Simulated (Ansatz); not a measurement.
The input, for Ansatz 0.2.0:

```yaml
crystal:
  periodic: [false, false, false]
  atoms:
    - {symbol: H, position_ang: [0.000000, 0.000000, -1.113000]}
    - {symbol: H, position_ang: [0.000000, 0.000000, -0.010000]}
    - {symbol: O, position_ang: [0.000000, 0.000000, 1.123000]}
basis:
  gaussian: {orbitals: 6-31G, point_charges: [{charge: -0.50, position_ang: [3.717, 0.678, -0.809]}]}
magnetization: {spin_polarized: false, initial_magnetization: 2}
correlation: {method: fic_mrcisd_q, electrons: all, active_space: {window: {electrons: 8, orbitals: 7}}}
```

```sh
$ ansatz run in.yaml --threads 1 --pin off --events-out ev --progress --plain --max-ram 2393MiB
```

The program prints:

```
139 factors; integrals over basis functions are off by at most 6.3e-4 eV
mean field evaluation 1: about -2062.8007 eV, gradient 1.1e1 eV
mean field evaluation 2: about -2062.8024 eV, gradient 1.1e1 eV
mean field evaluation 4: about -2063.3842 eV, gradient 2.2e0 eV
mean field evaluation 8: about -2063.4278 eV, gradient 1.1e-1 eV
mean field evaluation 16: about -2063.4325 eV, gradient 1.6e-5 eV
mean field evaluation 32: about -2063.4323 eV, gradient 3.3e-2 eV
mean field evaluation 64: about -2063.4324 eV, gradient 8.4e-2 eV
mean field -2063.43246919 eV, -75.8297445981 hartree, gradient 1.8e-6 eV, S^2 2.000000; 7 other end points of the search recorded, 0 dependent functions left out
reference -2063.43246919 eV, -75.8297445981 hartree; 6, 4 occupied and 7, 9 virtual orbitals, 139 factors
state -2065.16434673 eV, -75.8933899238 hartree
contracted CI cycle   1: correlation 0.00000000 eV, 0.0000000000 hartree, residual 1.22e1 eV
contracted CI cycle   2: correlation -1.43360606 eV, -0.0526840508 hartree, residual 2.04e0 eV
contracted CI cycle   3: correlation -1.47709974 eV, -0.0542824142 hartree, residual 4.03e-1 eV
contracted CI cycle   4: correlation -1.47883407 eV, -0.0543461497 hartree, residual 8.22e-2 eV
contracted CI cycle   5: correlation -1.47890291 eV, -0.0543486795 hartree, residual 1.57e-2 eV
contracted CI cycle   6: correlation -1.47890548 eV, -0.0543487740 hartree, residual 3.00e-3 eV
contracted CI cycle   7: correlation -1.47890557 eV, -0.0543487772 hartree, residual 5.76e-4 eV
state -2065.16434673 eV, -75.8933899238 hartree; corrected -2066.67005990 eV, -75.9487238621 hartree
Total energy: -2066.67005990 eV, -75.9487238621 hartree
```

Ran on 1 thread of Arm Neoverse V2, shared host: 3.4 s wall, 0.16 GiB peak host memory.
